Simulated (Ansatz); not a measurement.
**Grey tin (α-Sn)**

All values below come from PBE (plane waves, PAW; Ansatz, a program for electronic structure).

Numerical settings: plane-wave cutoff 500 eV, 20×20×20 k mesh, Fermi–Dirac smearing 0.1 eV, scalar-relativistic PAW data made under PBE.

Cell (relaxed at this level):

```xyz
2
Lattice="0.0000 3.3278 3.3278 3.3278 0.0000 3.3278 3.3278 3.3278 0.0000" Properties=species:S:1:pos:R:3 pbc="T T T"
Sn     0.0000     0.0000     0.0000
Sn     1.6639     1.6639     1.6639
```

| Quantity | Result |
|---|---|
| band gap | zero (no gap) |

Measured, for comparison: band gap 0 eV (temperature not stated, not corrected to a static lattice; as tabulated in Das et al. (2018), arXiv:1807.05623).

Spin–orbit coupling is not included.

The computed numbers hold no vibrational or temperature effects.

It cost about 90 core-seconds (a rough figure) of CPU time.
